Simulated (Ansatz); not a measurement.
Molecule (SMILES): [Cl][Al][Cl], doublet.
Atoms: Al1, Cl2, Cl3. Bonds: Al1-Cl2, Al1-Cl3.

Basis-set convergence of the optimised Al1-Cl2 bond length at B3LYP with Ansatz (a first-principles code). Cartesian d functions, on some or all atoms, in 6-31G**, 6-311G**; all else is spherical. The program fits the integrals of some runs and decomposes those of others, by size. Open shells are unrestricted. No added dispersion term, no relativity. Reference: the value in pcseg-3, 2.1118 Å, itself unsure by roughly 0.0006 Å (its mean distance from def2-QZVPP, cc-pV(Q+d)Z).

```csv
basis,functions,optimised Al1-Cl2 bond length (Å)
STO-3G,27,(withheld)
6-31G**,57,2.1260
cc-pV(D+d)Z,69,2.1282
6-311G**,81,(withheld)
aug-pcseg-1,81,(withheld)
def2-TZVP,111,2.1157
cc-pV(T+d)Z,117,2.1158
def2-TZVPP,126,2.1157
aug-pcseg-2,150,2.1133
def2-TZVPPD,150,2.1156
cc-pCVTZ,177,(withheld)
cc-pV(Q+d)Z,192,2.1116
def2-QZVPP,210,2.1127
```

Task: Fill in the missing entries.

Result: 
- STO-3G, optimised Al1-Cl2 bond length (Å): 2.1172
- 6-311G**, optimised Al1-Cl2 bond length (Å): 2.1220
- aug-pcseg-1, optimised Al1-Cl2 bond length (Å): 2.1265
- cc-pCVTZ, optimised Al1-Cl2 bond length (Å): 2.1178
